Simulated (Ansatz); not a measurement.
System: triplet methylene, CH₂, net charge 0, triplet state. 
Geometry from a B3LYP-D3(BJ)/def2-TZVP (Ansatz, a quantum-chemistry and plane-wave program) optimisation:
```xyz
3

C      0.0094     0.0032     0.1026
H     -0.0192     0.9863    -0.3393
H     -0.0373    -1.0052    -0.2764
```
Charge 0, spin multiplicity 3.

Basis-set convergence of Hartree-Fock and CCSD correlation energies (hartree) with Ansatz. Correlated levels leave the core frozen unless marked. UHF or UKS for open shells. Spin-orbit coupling is left out. No relativistic terms.

```csv
basis,functions,E(HF),"E(corr, CCSD)"
aug-cc-pVDZ,41,-38.92812,-0.11762
aug-cc-pVTZ,92,-38.93798,-0.13848
aug-cc-pVQZ,172,-38.94016,-0.14395
```

Extrapolating the two largest sets (X = 3 and 4) as X^-3: E(corr) = (64·(-0.14395) - 27·(-0.13848))/37 = -0.1479 Eh, an estimate of the basis-set limit. The largest set recovers 97.3 % of it, the smallest 79.5 %.
